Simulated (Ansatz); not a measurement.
**CH₄Si₂ (SMILES [SiH2]=C=[SiH2]): functionals against CCSD(T) at one geometry**

An exercise on one series of results from a longer session: the logs are not shown, and one member is left open.

Program: Ansatz 0.2.0, Gaussian basis. Level of theory: single points in def2-TZVPP. These are calculated values, not measurements.

Cores are frozen in the correlated methods.

1 further run of the same task is left out (it didn't finish).

### Where the work starts

7 atoms, charge 0, spin multiplicity 1.

Atoms are counted from 1 here; the program's logs count them from 0.

Bond lengths: Si1–C2 1.719 Å, Si1–H4 1.519 Å, Si1–H5 1.533 Å, C2–Si3 1.754 Å, Si3–H6 1.533 Å, Si3–H7 1.527 Å. Angles: C2–Si1–H4 135.6°, C2–Si1–H5 114.0°, H4–Si1–H5 110.4°, Si1–C2–Si3 135.8°, C2–Si3–H6 137.4°, C2–Si3–H7 122.6°, H6–Si3–H7 99.4°.

Coordinates:

```tsv
atom	x (Å)	y (Å)	z (Å)
Si1	-1.30375	0.36176	-0.86989
C2	0.37257	0.19459	-0.52914
Si3	1.33024	-0.36567	0.82908
H4	-2.59431	0.13992	-0.10068
H5	-1.60551	0.87302	-2.28365
H6	1.10349	-0.70546	2.30680
H7	2.85473	-0.43412	0.78769
```

The first run:

Input file run/in.yaml:

```yaml
crystal:
  periodic: [false, false, false]
  atoms:
    - {symbol: Si, position_ang: [-1.303748, 0.361763, -0.869891]}
    - {symbol: C, position_ang: [0.372570, 0.194591, -0.529141]}
    - {symbol: Si, position_ang: [1.330238, -0.365666, 0.829075]}
    - {symbol: H, position_ang: [-2.594309, 0.139915, -0.100678]}
    - {symbol: H, position_ang: [-1.605514, 0.873022, -2.283647]}
    - {symbol: H, position_ang: [1.103491, -0.705458, 2.306798]}
    - {symbol: H, position_ang: [2.854734, -0.434120, 0.787688]}
basis:
  gaussian: {orbitals: def2-TZVPP}
hamiltonian: {xc: pbe, dispersion: d4}
output: {forces: true}
```

Started as:

```bash
> ansatz run in.yaml --threads 2 --pin off --events-out ev --progress --plain --max-ram 3481MiB
```

Among the steps run: PBE-D4/def2-TZVPP; r2SCAN-D4/def2-TZVPP; PBE0-D4/def2-TZVPP; wB97M-V/def2-TZVPP; CCSD(T)/def2-TZVPP.

One table of the session follows, with a row left open; its other results are not shown here.

| method | RMS force component (eV/Å) | angle to CCSD(T) forces (°) | dipole (D) |
| --- | --- | --- | --- |
| PBE-D4 | ? | ? | ? |
| r2SCAN-D4 | 0.471 | 12.4 | 1.76 |
| PBE0-D4 | 0.501 | 17.5 | 1.85 |
| wB97M-V | 0.576 | 18.1 | 2.00 |
| CCSD(T) | 0.473 | reference | 1.82 |

**Question.** Estimate the row for PBE-D4.

The run gave: RMS force component (eV/Å): 0.388; angle to CCSD(T) forces (°): 15.8; dipole (D): 1.65. In the column «RMS force component (eV/Å)» it is the lowest.

To keep in mind: CCSD(T) in triple zeta still lacks some correlation energy of the bonds, so part of these gaps is its own basis error and they don't rank the functionals.
